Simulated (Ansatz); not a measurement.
The input, for Ansatz 0.2.0:

```yaml
crystal:
  periodic: [false, false, false]
  atoms:
    - {symbol: Ge, position_ang: [0.000000, 0.000000, 0.186167]}
    - {symbol: Mg, position_ang: [0.000000, 0.000000, -2.308333]}
    - {symbol: H, position_ang: [0.000000, 0.000000, 2.122167]}
basis:
  gaussian: {orbitals: 6-31G}
magnetization: {spin_polarized: false, initial_magnetization: 3}
correlation: {method: ccsdt_q, electrons: outside_noble_gas}
```

```sh
$ ansatz run in.yaml --threads 1 --pin off --events-out ev --progress --plain --max-ram 2393MiB
```

(1) Roughly how long does this take on 1 thread of Arm Neoverse V1, shared host, and how much host memory?

```
716 factors; integrals over basis functions are off by at most 1.0e-7 eV
mean field evaluation 1: about -61908.5480 eV, gradient 5.6e0 eV
mean field evaluation 2: about -61908.5830 eV, gradient 5.6e0 eV
mean field evaluation 4: about -61909.2811 eV, gradient 1.6e0 eV
mean field evaluation 8: about -61909.3918 eV, gradient 3.4e-1 eV
mean field evaluation 16: about -61909.0512 eV, gradient 2.5e0 eV
mean field evaluation 32: about -61906.5581 eV, gradient 7.0e-2 eV
mean field evaluation 64: about -61906.6076 eV, gradient 2.3e-1 eV
mean field -61909.39427442 eV, -2275.1282758902 hartree, gradient 9.6e-6 eV, S^2 3.750000; 1 other end points of the search recorded, 0 dependent functions left out
mean field evaluation 96: about -61909.4767 eV, gradient 3.2e-1 eV
determinant -61909.39427442 eV, -2275.1282758902 hartree, with singles and doubles -61911.24167858 eV, -2275.1961667411 hartree
determinant -61906.55803165 eV, -2275.0240458911 hartree, with singles and doubles -61908.18018048 eV, -2275.0836587611 hartree
19 core orbitals not correlated: weight in the atoms' cores, before any rotation towards them, 0.999 or more for the frozen orbitals, at most 0.000 for the correlated occupied ones
reference -61909.39427442 eV, -2275.1282758902 hartree; 5, 2 occupied and 20, 23 virtual orbitals, 716 factors
second order -1.21597494 eV of doubles, -0.05531465 eV of singles
cycle   1  -1.60296540 eV  change   -3.3e-1 eV  update   7.8e-2
cycle   2  -1.87614593 eV  change   -2.7e-1 eV  update   4.3e-2
cycle   3  -1.91742848 eV  change   -4.1e-2 eV  update   1.9e-2
cycle   4  -1.92788035 eV  change   -1.0e-2 eV  update   1.1e-2
cycle   5  -1.93331947 eV  change   -5.4e-3 eV  update   6.1e-3
cycle   6  -1.93635515 eV  change   -3.0e-3 eV  update   3.8e-3
cycle   7  -1.93582538 eV  change    5.3e-4 eV  update   1.7e-3
cycle   8  -1.93673945 eV  change   -9.1e-4 eV  update   7.7e-4
cycle   9  -1.93729794 eV  change   -5.6e-4 eV  update   3.5e-4
cycle  10  -1.93703043 eV  change    2.7e-4 eV  update   1.8e-4
cycle  11  -1.93705064 eV  change   -2.0e-5 eV  update   9.5e-5
cycle  12  -1.93705230 eV  change   -1.7e-6 eV  update   5.3e-5
cycle  13  -1.93709841 eV  change   -4.6e-5 eV  update   3.0e-5
cycle  14  -1.93711417 eV  change   -1.6e-5 eV  update   1.4e-5
cycle  15  -1.93710424 eV  change    9.9e-6 eV  update   7.3e-6
cycle  16  -1.93709930 eV  change    4.9e-6 eV  update   3.1e-6
cycle  17  -1.93709811 eV  change    1.2e-6 eV  update   1.6e-6
cycle  18  -1.93709819 eV  change   -8.2e-8 eV  update   9.4e-7
cycle  19  -1.93709914 eV  change   -9.5e-7 eV  update   4.7e-7
cycle  20  -1.93709959 eV  change   -4.5e-7 eV  update   2.2e-7
perturbative correction -0.00205165 eV, -0.0000753967 hartree
Total energy: -61911.33342566 eV, -2275.1995383840 hartree
```

For the same geometry and basis full CI lies 0.0 meV lower.

## Answers

(1) 5.5 s wall and 0.13 GiB.
